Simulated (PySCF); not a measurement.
**SiS2: one geometry, several methods**

How much do the numbers for SiS2 (singlet) hang on the method? All levels run at one geometry, the PBE0 minimum.

Computed with PySCF 2.14.0. Level: several methods, basis Si def2-TZVP, S def2-TZVP, no relativity, density fitting.

## 1. The system as given

3 atoms, charge 0, spin multiplicity 1.

Bond lengths: Si1–S2 1.918 Å, Si1–S3 1.918 Å. Angles: S2–Si1–S3 180.0°.

Coordinates in bohr (charge 0 multiplicity 1):
```
Si    0.0000    0.0000    0.0000
S     0.0000    0.0000    3.6249
S     0.0000    0.0000   -3.6249
```

## 2. PBE0

One driver script runs all steps and calls PySCF; scf.py shows the equivalent input of each level. Each SCF starts from the density of the minimum. The driver also runs the species with one electron less or more at the same geometry (one less: multiplicity 2, one more: multiplicity 2); their logs are not shown.

Contents of scf.py:

```python
from pyscf import gto, scf, dft
mol = gto.M(atom='''
Si     0.000000     0.000000     0.000000
S     -0.000000     0.000000     1.918226
S      0.000000     0.000000    -1.918226''',
    basis={'Si': 'def2-TZVP', 'S': 'def2-TZVP'},
    charge=0, spin=0)
mf = dft.RKS(mol, xc='PBE0')
mf.grids.atom_grid = (75, 302)
aux = {'Si': 'def2-universal-JKFIT', 'S': 'def2-universal-JKFIT'}
mf = mf.density_fit(auxbasis=aux)
mf.conv_tol = 1e-08
mf.diis_space = 10
mf.max_cycle = 60
mf.verbose = 4
mf.kernel()
```

Run with:

```sh
> OMP_NUM_THREADS=2 python axn.py task.json out
```

## 3. HF

scf.py: that of step 2 with these lines changed.

```diff
@@ -8,2 +8 @@
-mf = dft.RKS(mol, xc='PBE0')
-mf.grids.atom_grid = (75, 302)
+mf = scf.RHF(mol)
```

## 4. PBE

scf.py: that of step 3 with these lines changed.

```diff
@@ -8 +8,2 @@
-mf = scf.RHF(mol)
+mf = dft.RKS(mol, xc='PBE')
+mf.grids.atom_grid = (75, 302)
```

(Steps that only read results are left out.)

What does the calculation give? Wanted: atomisation energy, range; vertical ionisation energy, range; vertical electron affinity, range; orbital gap, range.

The runs gave:

```
                         quantity                         value
        atomisation energy, range  572 (HF) to 988 (PBE) kJ/mol
vertical ionisation energy, range  9.35 (HF) to 10.20 (PBE0) eV
vertical electron affinity, range  -0.42 (HF) to 0.43 (PBE0) eV
               orbital gap, range   3.87 (PBE) to 11.82 (HF) eV
```

In words: The atomisation energy spreads over 416 kJ/mol, from HF to PBE; without a CCSD(T) value for it there is no yardstick here. Without diffuse functions electron affinities tend to come out too low.
